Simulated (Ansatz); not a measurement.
Two shapes of singlet Si₂H₆.

Shape 1:

```xyz
8

Si    0.0000    0.0000   -1.1732
Si    0.0000    0.0000    1.1732
H     0.0000   -1.4036   -1.6897
H    -1.2155    0.7018   -1.6897
H     1.2155    0.7018   -1.6897
H     0.0000    1.4036    1.6897
H    -1.2155   -0.7018    1.6897
H     1.2155   -0.7018    1.6897
```

Shape 2:

```xyz
8

Si   -0.0418   -0.0132   -1.1492
Si   -0.0316   -0.0076    1.2112
H     0.0047   -1.3861   -1.6431
H    -1.2580    0.7107   -1.6648
H     1.1772    0.6705   -1.6824
H    -0.0349    1.3847    1.6594
H    -1.1863   -0.7308    1.7180
H     1.2407   -0.7414    1.6725
```

Basis set: cc-pVTZ (spherical functions). Correlated methods keep 10 orbitals frozen. Charge 0, multiplicity 1.

Computed with Ansatz (development build ahead of 0.2.0); each method stands on the lowest determinant of its kind that the runs found.

Task: Which shape is lower in energy, and by how much in each method?

Result:

```tsv
method	E(2) − E(1) (eV)
RHF	0.058
RHF-MP2	0.056
```

Shape 1 is lower.
